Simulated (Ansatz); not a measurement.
# SiH₃ (quartet): from Hartree-Fock to the top rungs, def2-QZVPP

An exercise on one series of results from a longer session: the logs are not shown, and one member is left open.

Method: def2-QZVPP, core rule «outside noble gas», up to 5 orbitals frozen; program: Ansatz 0.2.0, Gaussian basis.

To be run: UHF; ROHF; CCSD(T) on UHF.

2 further runs of the same task are left out: 2 set aside as unsound or not needed.

## What is computed

The geometry is a PBE0/def2-TZVP stationary point (not a proven minimum) of the parent state, kept for this charge and spin.

4 atoms, charge 0, spin multiplicity 4.

Atoms are counted from 1 here; the program's logs count them from 0.

Bond lengths: Si1–H2 1.486 Å, Si1–H3 1.486 Å, Si1–H4 1.486 Å. Angles: H2–Si1–H3 111.3°, H2–Si1–H4 111.3°, H3–Si1–H4 111.3°.

Geometry (Å):

| atom | x (Å) | y (Å) | z (Å) |
| --- | --- | --- | --- |
| Si1 | 0.00009 | -0.00006 | -0.04374 |
| H2 | 1.41535 | 0.01459 | 0.40912 |
| H3 | -0.72106 | 1.22002 | 0.40303 |
| H4 | -0.69679 | -1.23288 | 0.40656 |

The first run:

File in.yaml:

```yaml
crystal:
  periodic: [false, false, false]
  atoms:
    - {symbol: Si, position_ang: [0.000090, -0.000062, -0.043737]}
    - {symbol: H, position_ang: [1.415348, 0.014593, 0.409118]}
    - {symbol: H, position_ang: [-0.721058, 1.220018, 0.403029]}
    - {symbol: H, position_ang: [-0.696788, -1.232882, 0.406559]}
basis:
  gaussian: {orbitals: "def2-QZVPP.json"}
magnetization: {spin_polarized: true, initial_magnetization: 3}
hamiltonian: {xc: hf}
output: {orbitals: {seedname: orbitals}}
```

Run with:

```console
$ ansatz run in.yaml --threads 1 --pin off --events-out ev --progress --plain --max-ram 4096MiB --backend cpu
```

Steps of the session up to this table: UHF; ROHF; CCSD(T) on UHF.

One table of the session follows, with a row left open; its other results are not shown here.

It belongs to the step «Misses and costs». 

| method | from UCCSD(T) (meV) |
| --- | --- |
| ROHF | ? |
| UHF | +3949.5 |
| UMP2 | +864.7 |
| UCCSD | +173.9 |
| UCCSD(T) | 0 |

Estimate the missing values for ROHF.

As computed: from UCCSD(T) (meV): +4028.3. In the column «from UCCSD(T) (meV)» it is the highest.
